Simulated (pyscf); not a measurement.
`[CH4]` + `[CH2][AlH][CH3]` [doublet] -> `[CH3]` [doublet] + `[CH3][AlH][CH3]`, a hydrogen abstraction (doublet surface; C–H broken, C–H formed). PySCF, gas phase, ωB97X-D3(BJ)/def2-SVP geometries. Energies in eV from the separated reactants.

Small-basis levels: PySCF, no dispersion term, spherical d functions. Open shells are spin-unrestricted. 

In single points B3LYP/LANL2DZ puts the saddle at 0.83 eV and the reaction energy at +0.37 eV. Should these be trusted to within a few kcal/mol? Compare with ωB97M-D3(BJ)/def2-TZVP.

ωB97M-D3(BJ)/def2-TZVP gives ΔE‡ = 0.89 eV and ΔE = +0.36 eV. B3LYP/LANL2DZ lies 0.06 eV under it in the barrier and 0.02 eV over it in the reaction energy, so on this step it holds to within 0.13 eV. ωB97M-D3(BJ)/def2-TZVP has limits of its own. On the product side the descent ends in a bound adduct (not fully relaxed), 0.39 eV under the separated species and 0.87 eV under the saddle at ωB97X-D3(BJ)/def2-TZVP. •H₂C–AlH–CH₃ lies 0.62 eV over its isomer [H₃C–Al–CH₃]• (electronic energy, ωB97M-D3(BJ)/def2-TZVP). One saddle was located; it need not be the lowest between these sides. The angle at the transferred H is 174°.
